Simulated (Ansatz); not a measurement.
A made-up structure of Al₂H₃F, closed shell:

```tsv
atom	x (Å)	y (Å)	z (Å)
F1	-0.9324	-2.0067	1.1514
Al2	-0.5216	-1.1579	-0.2125
Al3	0.5402	1.1958	0.1434
H4	0.7602	0.7758	1.5875
H5	0.9667	2.0890	-1.1047
H6	0.7875	1.7951	1.5957
```

It is relaxed with PBE-D4/def2-SVP and then PBE0-D4/def2-TZVP (Ansatz 0.2.0). Atoms count as bonded within 1.22 times the sum of their covalent radii (H–H: 0.88 Å). The end point is not checked to be a true minimum.

(1) Does its bonding change? (A judgement: the text doesn't fix the answer.)

Results:

(1) By the calculation: No: no bond forms or breaks.

Where it ends: The first stage lowers the energy by 3.26 eV in 12 steps. It ends as a complex of AlH₃ + AlF:
F1  (-1.511, -2.274, 0.535)
Al2  (-0.612, -0.894, 0.530)
Al3  (0.879, 1.385, 0.524)
H4  (2.122, 0.724, 1.276)
H5  (0.905, 1.518, -1.066)
H6  (-0.181, 2.234, 1.362)
(Å)

For scale, one of the runs: PBE0-D4/def2-TZVP relaxation, 123 basis functions, launched by `ansatz run in.yaml --threads 2 --pin off --events-out ev --progress --plain --max-ram 4352MiB`. The run took about 38 s on 2 CPU threads of an Intel Xeon Platinum 8259CL (shared host).
